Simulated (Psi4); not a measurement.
**CH4BS (SMILES C[B]S) at UOMP2/def2-SVPD (density fitting for correlation)**

What is the vertical ionisation energy of CH4BS at UOMP2/def2-SVPD (density fitting for correlation)? 

The results are computed with Psi4 1.11.

1 further run of the same task is left out (set aside as unsound or not needed).

## Step 1: The system as given

CH4BS: 7 atoms, total charge 0, spin state doublet. SMILES: `C[B]S`. The coordinates come from a PBE0-D4/def2-TZVP relaxation. This is one conformer, not always the lowest.

Bond lengths: C1–B2 1.547 Å, B2–S3 1.759 Å, C1–H4 1.095 Å, C1–H5 1.095 Å, C1–H6 1.095 Å, S3–H7 1.346 Å. Angles: C1–B2–S3 128.0°, B2–C1–H4 109.7°, B2–C1–H5 114.7°, B2–C1–H6 109.7°, B2–S3–H7 99.1°, H4–C1–H5 108.3°, H4–C1–H6 105.7°, H5–C1–H6 108.3°.

## Step 2: The energy at UOMP2/def2-SVPD (density fitting for correlation)

calc.in

```
memory 1600 MB

molecule molecule1 {
  0 2
  C     -1.65766776     0.85888052    -0.30292310
  B      0.39589762    -1.07997848     0.45523502
  S      3.69044615    -0.81333812     0.10091138
  H     -2.98538933    -0.01398397    -1.62913289
  H     -0.93144601     2.59761753    -1.16010287
  H     -2.78073199     1.37250808     1.35757925
  H      4.38473153    -3.05001797     1.09188375
  units bohr
  symmetry c1
}

set basis def2-SVPD
set reference uhf
set puream true
set e_convergence 1e-09
set d_convergence 1e-08
set scf_type pk
set num_frozen_docc 7
set maxiter 200

E = energy("omp2")
```

Run with:

```bash
$ psi4 calc.in calc.out -n 1
```

calc.out:

```text
[...]
  Running in c1 symmetry.
[...]
  Nuclear repulsion =   80.534979953846118
[...]
  Multiplicity = 2
[...]
  Nalpha       = 16
  Nbeta        = 15
[...]
    Number of basis functions: 99
[...]
   @UHF iter   1:  -462.12803608490259   -4.96201e-01   3.59955e-03 DIIS/ADIIS
[...]
   @UHF iter  14:  -462.22321325741495   -1.06866e-11   9.56570e-09 DIIS
[...]
   @S^2 Observed:                7.569147266E-01
[...]
    Orbital Energies [Eh]
    ---------------------
    Alpha Occupied:
       1A    -91.937402     2A    -11.218662     3A     -8.970479
       4A     -7.645617     5A     -6.658600     6A     -6.657592
       7A     -6.655621     8A     -1.001790     9A     -0.945713
      10A     -0.645627    11A     -0.585712    12A     -0.560860
      13A     -0.525149    14A     -0.497603    15A     -0.400386
      16A     -0.321849
    Alpha Virtual:
      17A      0.074294    18A      0.094044    19A      0.094957
      20A      0.104374    21A      0.109937    22A      0.134547
      23A      0.143368    24A      0.166533    25A      0.195538
[...]
  @UHF Final Energy:  -462.22321325741495
   => Energetics <=
    Nuclear Repulsion Energy =             80.5349799538461184
    One-Electron Energy =                -795.4972639144011737
    Two-Electron Energy =                 252.7390707031400723
    Total Energy =                       -462.2232132574149546
  UHF NO Occupations:
  HONO-2 :   14  A 1.9989114
  HONO-1 :   15  A 1.9984280
[...]
 Multipole Moments:
 ------------------------------------------------------------------------------------
     Multipole            Electronic (a.u.)      Nuclear  (a.u.)        Total (a.u.)
 ------------------------------------------------------------------------------------
 L = 1.  Multiply by 2.5417464519 to convert [e a0] to [Debye]
 Dipole X            :          3.6600384           -3.8299208           -0.1698823
 Dipole Y            :         -1.7111944            1.6583182           -0.0528762
 Dipole Z            :          0.5410087           -0.5047244            0.0362844
 Magnitude           :                                                    0.1815832
[...]
	Warning: cc_lambda option is changed to TRUE
	For this residual convergence, default PCG convergence is:     1.00e-07
[...]
	DF-SCS-MP2 Total Energy (a.u.)     :  -462.57935326261935
	DF-SOS-MP2 Total Energy (a.u.)     :  -462.57864420631250
[...]
	DF-SCS-OMP2 Total Energy (a.u.)    :  -462.58337011526498
	DF-SOS-OMP2 Total Energy (a.u.)    :  -462.55400454785740
	DF-SCS(N)-OMP2 Total Energy (a.u.) :  -462.37270006209292
[...]
	DF-OMP2 Total Energy (a.u.)        :  -462.58604213647681
[...]
```

It took 22 s on 1 thread of Intel Xeon 6975P-C (Granite Rapids), shared host; peak memory 0.37 GiB.

## Step 3: The singlet cation

calc.py

```python
import psi4

psi4.set_memory('1600 MB')
psi4.set_num_threads(1)
psi4.core.set_output_file('output.dat', False)

mol = psi4.geometry("""
1 1
C     -0.877200     0.454500    -0.160300
B      0.209500    -0.571500     0.240900
S      1.952900    -0.430400     0.053400
H     -1.579800    -0.007400    -0.862100
H     -0.492900     1.374600    -0.613900
H     -1.471500     0.726300     0.718400
H      2.320300    -1.614000     0.577800
symmetry c1
no_reorient
no_com
""")

psi4.set_options({
    'basis': 'def2-SVPD',
    'puream': True,
    'e_convergence': 1e-09,
    'd_convergence': 1e-08,
    'scf_type': 'pk',
    'num_frozen_docc': 7,
})

result = psi4.energy("omp2")
print(f'total energy {result:.8f} hartree = {result * 27.211386:.5f} eV')
```

Run with:

```bash
$ python calc.py
```

output.dat:

```text
[...]
  Running in c1 symmetry.
[...]
  Nuclear repulsion =   80.534979943833477
[...]
  Multiplicity = 1
[...]
  Nalpha       = 15
  Nbeta        = 15
[...]
    Number of basis functions: 99
[...]
   @RHF iter   1:  -461.85075205694051   -2.18918e-01   3.62370e-03 DIIS/ADIIS
[...]
   @RHF iter  12:  -461.94625986974029   -1.88720e-11   8.60073e-09 DIIS
[...]
    Orbital Energies [Eh]
    ---------------------
    Doubly Occupied:
       1A    -92.194820     2A    -11.447666     3A     -9.226222
       4A     -7.985586     5A     -6.913585     6A     -6.912479
       7A     -6.910902     8A     -1.245494     9A     -1.174929
      10A     -0.874101    11A     -0.796491    12A     -0.777994
      13A     -0.748826    14A     -0.733565    15A     -0.637603
[...]
  @RHF Final Energy:  -461.94625986974029
   => Energetics <=
    Nuclear Repulsion Energy =             80.5349799438334770
    One-Electron Energy =                -787.8019507068478333
    Two-Electron Energy =                 245.3207108932740539
    Total Energy =                       -461.9462598697402882
[...]
 Multipole Moments:
 ------------------------------------------------------------------------------------
     Multipole            Electronic (a.u.)      Nuclear  (a.u.)        Total (a.u.)
 ------------------------------------------------------------------------------------
 L = 1.  Multiply by 2.5417464519 to convert [e a0] to [Debye]
 Dipole X            :        -47.9484416           48.7677842            0.8193426
 Dipole Y            :         11.2452480          -12.3538956           -1.1086475
 Dipole Z            :         -1.2948795            1.7334458            0.4385663
 Magnitude           :                                                    1.4466382
[...]
	Warning: cc_lambda option is changed to TRUE
	For this residual convergence, default PCG convergence is:     1.00e-07
[...]
	DF-MP2 Total Energy (a.u.)         :  -462.30211525455400
[...]
	DF-MP2 Total Energy (a.u.)         :  -462.30895569597300
[...]
	DF-OMP2 Total Energy (a.u.)        :  -462.30895569598368
[...]
```

Standard output:

```text
total energy -462.30895570 hartree = -12580.06744 eV
```

Run time: 11 s. Hardware: 1 thread of Intel Xeon 6975P-C (Granite Rapids), shared host; peak memory 0.37 GiB.

## Step 4: What came out

At UOMP2/def2-SVPD (density fitting for correlation), 7 core orbitals frozen:

| quantity | value |
| --- | --- |
| doublet CH4BS: total energy | -462.58604 Eh |
| doublet CH4BS: HOMO energy (Hartree–Fock orbitals) (highest over α and β) | -8.76 eV |
| doublet CH4BS: LUMO energy (Hartree–Fock orbitals) (lowest over α and β) | 1.58 eV |
| doublet CH4BS: correlation energy (7 core orbitals frozen) | -362.8 mEh |
| doublet CH4BS: ⟨S²⟩ of the reference determinant | 0.757 |
| singlet cation: total energy | -462.30896 Eh |
| singlet cation: HOMO energy (Hartree–Fock orbitals) | -17.35 eV |
| singlet cation: LUMO energy (Hartree–Fock orbitals) | -6.25 eV |
| singlet cation: HOMO–LUMO gap (Hartree–Fock orbitals) | 11.10 eV |
| singlet cation: correlation energy (7 core orbitals frozen) | -362.7 mEh |
| vertical ionisation energy (to the singlet cation) | 7.540 eV |

The vertical ionisation energy comes to 7.54 eV (727 kJ/mol). Only the singlet of the ionised species was computed; a triplet could lie lower.
